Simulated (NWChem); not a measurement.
Molecule: SiH₂, singlet; SMILES [SiH2]

Computed with NWChem. Low-valent species are run as closed-shell singlets; no triplet was tried in these runs. Each level has its own optimisation; frequencies are unscaled.

For level BP86/def2-TZVP:

```
Quantity    Result
----------  ------
dipole (D)    0.07
```

Problem. How do the values read with level PBE/def2-SVP instead?

Solution. 
- dipole (D): 0.29
